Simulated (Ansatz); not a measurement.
System: cubic perovskite BaTiO₃ (cubic high-temperature phase). Method: PBE+SOC (Ansatz, a quantum-chemistry and plane-wave program, plane waves, PAW).

Settings: plane-wave cutoff 520 eV, 8×8×8 k mesh, Fermi–Dirac smearing 0.01 eV, PAW data made under PBE.

Computed at the level's own relaxed cell.

Problem. Give the computed band gap, bulk modulus, equilibrium lattice constant a, pressure derivative B′ of the bulk modulus and equilibrium volume per atom.

Solution. 
- band gap: 1.77 eV (indirect)
- bulk modulus: 163 GPa
- equilibrium lattice constant a: 4.019 Å
- pressure derivative B′ of the bulk modulus: 4.5
- equilibrium volume per atom: 12.99 Å³/atom

Measured, for comparison: band gap 3.2 eV (temperature not stated, not corrected to a static lattice; as tabulated in Matsushita et al. (2011), arXiv:1104.2769); bulk modulus 162 GPa (temperature not stated, not corrected to a static lattice, our sources range from 162 to 173; as tabulated in Matsushita et al. (2011), arXiv:1104.2769). Computed (rounded) less measured: band gap -1.43 eV, bulk modulus +0.6 % (inside the range of the sources held).

Note: the relaxation could not lower the start's symmetry, so the cell can be a saddle point above a distorted one.

The computed numbers hold no vibrational or temperature effects.
